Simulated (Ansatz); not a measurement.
# CHBe (doublet): wB97M-V, B2PLYP, RPA-PBE over a scan of the scale of all distances, 6-31G

Aim: run CHBe (doublet) with these functionals over a scan of the scale of all distances, and hold them against the top wave-function level at the same points.

Program: Ansatz 0.2.0, Gaussian basis. Level of theory: 6-31G, all electrons in the functionals, frozen cores in the correlation of double hybrids and RPA. These are calculated values, not measurements.

To be run: wB97M-V, B2PLYP, RPA-PBE, at 0.869; 1.000; 1.104; 1.278; 1.481; 1.740; 2.029; 2.436.

19 further runs of the same task are left out: 7 for a known fault of the program, 9 that didn't finish, 3 set aside as unsound or not needed. Runs told in other sessions of the task aren't counted.

### Step 1. The system

The geometry derives from a PBE0/def2-TZVP stationary point (not a proven minimum). All distances are scaled together.

3 atoms, charge 0, spin multiplicity 2.

Atoms are counted from 1 here; the program's logs count them from 0.

Bond lengths: C1–Be2 1.624 Å, C1–H3 1.082 Å. Angles: Be2–C1–H3 180.0°.

No dispersion term is added; wB97M-V holds VV10 nonlocal correlation.

The geometry shown and the zero of energy belong to the point 1.000. The yardstick, FCI, and other wave-function levels (R restricted, U unrestricted, valence and pair active spaces) come from earlier runs.

### Step 2. wB97M-V, 0.869

in.yaml reads:

```yaml
crystal:
  periodic: [false, false, false]
  atoms:
    - {symbol: C, position_ang: [0.000000, 0.000000, 0.157144]}
    - {symbol: Be, position_ang: [0.000000, 0.000000, -1.254286]}
    - {symbol: H, position_ang: [0.000000, 0.000000, 1.097141]}
basis:
  gaussian: {orbitals: 6-31G}
magnetization: {spin_polarized: true, initial_magnetization: 1}
hamiltonian: {xc: {name: wB97M-V}}
output: {forces: true, orbitals: {seedname: orbitals}}
```

Command:

```bash
> ansatz run in.yaml --threads 1 --pin off --events-out ev --progress --plain --max-ram 2393MiB
```

The runs that follow: wB97M-V, 1.000; wB97M-V, 1.104; wB97M-V, 1.278; wB97M-V, 1.481; wB97M-V, 1.740; wB97M-V, 2.029; wB97M-V, 2.436; B2PLYP, 0.869; B2PLYP, 1.000; B2PLYP, 1.104; B2PLYP, 1.278; B2PLYP, 1.481; B2PLYP, 1.740; B2PLYP, 2.029; B2PLYP, 2.436; RPA-PBE, 0.869; RPA-PBE, 1.000; RPA-PBE, 1.104; RPA-PBE, 1.278; RPA-PBE, 1.481; RPA-PBE, 1.740; RPA-PBE, 2.029; RPA-PBE, 2.436.

Q: Predict the results of all the runs planned. Wanted: span of the FCI curve; largest miss, wB97M-V; largest miss, B2PLYP; largest miss, RPA-PBE.

**Answer**, as computed:

| quantity | value |
| --- | --- |
| span of the FCI curve | 476.7 kJ/mol |
| largest miss, wB97M-V | +127.4 kJ/mol (2.436) |
| largest miss, B2PLYP | +125.1 kJ/mol (2.029) |
| largest miss, RPA-PBE | -15.3 kJ/mol (2.436) |

In words: Of the functionals, RPA-PBE keep the smallest largest miss at the points compared (at most 15.3 kJ/mol) and wB97M-V strays most (127.4 kJ/mol, at 2.436). wB97M-V, B2PLYP, RPA-PBE clearly break the spin symmetry at some points (⟨S²⟩ up to 1.12 above the pure value), so energy there is bought with a mixed spin. Functionals and the yardstick converge differently with the basis, so part of each miss in 6-31G is the basis.
